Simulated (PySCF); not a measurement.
Gas-phase reaction: 4 AlH2Cl → Al2H6 + 2 AlH + 2 Cl2

Computed with PySCF and rigid-rotor harmonic-oscillator thermochemistry at 1 bar. † marks an energy on the PBE0/def2-TZVP geometry and frequencies; other levels use their own. 6-31G* has spherical d functions here. All species are closed-shell singlets. AlH2Cl, Al2H6: computed as isolated molecules; such fragments, hydroxides, amides, oligomers or adducts are transient or little studied in the gas. The harmonic model lacks anharmonicity and excited electronic states, which grow with temperature; levels with a mode under 35 cm⁻¹ are left out.

```tsv
level	ΔE electronic, kJ	ΔH°(298 K), kJ	ΔS°(298 K), J/K	ΔG°(1800 K), kJ
HF/6-31G*	1190	1183	84	1027
HF/def2-TZVP†	1154	1148	84	993
M06-2X/def2-TZVP†	1084	1077	84	923
PBE/def2-SVP	1078	1071	86	909
PBE0/def2-QZVP†	1076	1070	84	915
PBE0/def2-SVP†	1130	1123	84	968
PBE0/def2-TZVP	1077	1071	84	916
LDA/def2-TZVP†	1047	1040	84	886
```
ΔH° is lowest at LDA/def2-TZVP† and highest at HF/6-31G*. No reference value is set beside these.
